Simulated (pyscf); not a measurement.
## Four-centre exchange: H₃Si–SiH₂–SiH₃ + HF -> F–SiH₂–SiH₃ + SiH₄

Gas phase, singlet surface, charge 0. Bonds broken: Si1–Si2, F12–H13. Bonds formed: Si1–F12, Si2–H13. Single points on ωB97X-D3(BJ)/def2-SVP structures (PySCF, gas phase).

Transition state (Å):

```xyz
13

Si    -0.6427    -0.3610     0.1658
Si     0.9898     1.4701    -0.5978
Si    -2.4533     0.4039     1.4043
H     -0.9497    -0.0382    -1.2798
H     -0.2618    -1.7935     0.0993
H     -0.0747     2.4289    -0.9957
H      2.0834     2.2088     0.1046
H      1.5562     0.7509    -1.7690
H     -3.7285     0.3255     0.6332
H     -2.5738    -0.3799     2.6641
H     -2.1862     1.8324     1.7444
F      0.4107    -0.1784     1.8427
H      0.7095     0.5332     0.8873
```

One imaginary mode, 1236i cm⁻¹; descent along it reached the two sides named.

| bond | change | reactant side (Å) | saddle | product side |
|---|---|---|---|---|
| Si1–Si2 | breaks | 2.334 | 2.569 | 3.8 |
| F12–H13 | breaks | 0.929 | 1.228 | 2.9 |
| Si1–F12 | forms | 3.1 | 1.989 | 1.636 |
| Si2–H13 | forms | 2.8 | 1.778 | 1.490 |

Electronic energies relative to the separated reactants (eV):

```tsv
level	barrier	reaction energy	reverse barrier
ωB97X-D3(BJ)/def2-TZVP	1.59	-1.06	2.65
PBE/def2-TZVP	1.28	-1.06	2.33
r²SCAN/def2-TZVP	1.37	-1.19	2.56
B3LYP-D3(BJ)/def2-TZVP	1.52	-1.22	2.75
PBE0-D3(BJ)/def2-TZVP	1.49	-1.00	2.49
M06-2X/def2-TZVP	1.62	-1.28	2.90
ωB97M-D3(BJ)/def2-TZVP	1.53	-1.25	2.78
HF/def2-TZVP	2.50	-1.53	4.03
```

With ωB97M-D3(BJ)/def2-TZVP energies and thermal terms (ideal gas, 1 atm, RRHO with modes under 100 cm⁻¹ raised to 100, one conformer, R ln 2 for chiral ones without a mode under 150 cm⁻¹), in eV:

```csv
T (K),ΔH‡,ΔG‡,ΔH,ΔG
298,1.46,1.92,-1.29,-1.28
600,1.45,2.39,-1.33,-1.25
900,1.46,2.85,-1.36,-1.21
1200,1.48,3.32,-1.37,-1.15
```

At the saddle there is also a short H–Si contact that neither side keeps. One saddle was located; it need not be the lowest between these sides.
